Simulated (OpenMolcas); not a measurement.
## Which level was it?

The species is [SiH3]− (4 atoms), meant as a singlet with charge -1. SMILES: `[SiH3-]`. The coordinates come from a PBE0-D4/def2-TZVPD relaxation.

```xyz
4

Si    0.5397   -0.0507   -0.3009
H     0.4266    0.6223    1.0859
H    -0.2985   -1.2837    0.1068
H    -0.6678    0.7122   -0.8918
```

Orbital energies and the dipole are those of the mean-field step.

A calculation with OpenMolcas 26.06 gave:

```json
{
  "total energy": "-290.6464 Eh",
  "HOMO energy": "-1.53 eV",
  "LUMO energy": "10.53 eV",
  "HOMO–LUMO gap": "12.06 eV"
}
```

Q: Which of these levels gave the numbers?
A. O3LYP/ANO-S-VDZP (RICD fitting)
B. CPF/def2-SV(P)
C. B3LYP/STO-3G
D. HF/STO-3G

A: B. The others give -291.2635 Eh (O3LYP/ANO-S-VDZP (RICD fitting)), -287.0981 Eh (HF/STO-3G), -287.7283 Eh (B3LYP/STO-3G).
